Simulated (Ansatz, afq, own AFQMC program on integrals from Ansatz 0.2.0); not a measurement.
Integrals from Ansatz 0.2.0, then the random walk in our own AFQMC program (afq).

```yaml
crystal:
  periodic: [false, false, false]
  atoms:
    - {symbol: B, position_ang: [-0.167243, 0.000000, 0.658154]}
    - {symbol: B, position_ang: [0.159246, 0.000000, -0.826805]}
    - {symbol: H, position_ang: [0.085768, 0.000000, 1.808915]}
basis:
  gaussian: {orbitals: 6-31G}
magnetization: {spin_polarized: true, initial_magnetization: 3}
correlation: {method: ccsd_t, electrons: outside_noble_gas, hamiltonian_folder: ham}
```

```sh
$ ansatz run in.yaml --threads 1 --pin off --events-out ev --progress --plain --max-ram 16896MiB --backend cuda --devices 0, --max-vram 18GiB
```

Options of the walk:

```
--method phaseless --trial hf --walkers 4000 --populations 20 --least-time 40 --time-step 0.005 --steps-per-block 20 --equilibration-blocks 112 --max-blocks 4000 --target-error 0.0008 --factor-cut 1e-05 --start spin_pure --seed 936 --taylor-order 6
```

Times are imaginary, in 1/Eh. The walk had a cap of 49 s. With eight or more populations the least sampling time is a fifth of least-time, and the error comes from their spread.

Log:

```
orbitals 18  electrons 5 2  factors 113 of 284
reference energy -49.77324640 Eh
CCSD correlation -0.08529711 Eh in 12 cycles, weight of the determinant in the CISD state 0.9313
energy of the start -49.773390 Eh
 block  time / (1/Eh)  mean weight  energy / Eh
     1     0.100  1.0003  -49.786050
     2     0.200  1.0003  -49.796448
     3     0.300  1.0003  -49.805133
     4     0.400  1.0004  -49.812298
     5     0.500  1.0003  -49.818495
    10     1.000  1.0002  -49.838452
    29     2.900  1.0001  -49.855905
    49     4.900  1.0000  -49.860046
    69     6.900  1.0001  -49.857528
    89     8.900  1.0001  -49.858223
   109    10.900  0.9999  -49.853463
   129    12.900  1.0000  -49.859492
   149    14.900  1.0000  -49.859512
   169    16.900  0.9999  -49.859163
   181    18.100  1.0000  -49.861770
   189    18.900  1.0000  -49.859232
error from the spread of 20 populations
energy -49.859253 +/- 0.000587 Eh
(rows thinned)
```

The run passed its tests (sampling time, drift between the halves within three errors, error under three times the target), which doesn't prove that it has relaxed.

Against this walk (error 16.0 meV) on the same determinant: CCSD(T) 35.3 meV lower, CCSDT(Q) 57.8 meV lower, CCSDTQ 59.0 meV lower, full CI 59.2 meV lower, a separate phaseless walk with a CISD trial and standard settings 46.6 ± 16.0 meV lower. The error is statistical and leaves out the bias of the constraint. Full CI is exact here, so the walk's 59 meV above it is the walk's own error: the bias of the constraint with this trial.

Cautions: constraint bias not in the error; lower spins were not checked.

The walk took 26 s on 1 × NVIDIA H100 80GB HBM3 with 2 threads of AMD EPYC 7R13 Processor (Zen 3), with other jobs on the host (the card was shared). The log's last line is the phaseless energy.

CCSDT and higher add their correlation energy to the determinant of the CCSD(T) run, since their own runs factorise the integrals more tightly (a shift of under 2 meV). A walk keeps the symmetry of its determinant, which the program's search chose and which needn't be the lowest solution, so a lower state of the same spin and another symmetry isn't excluded.
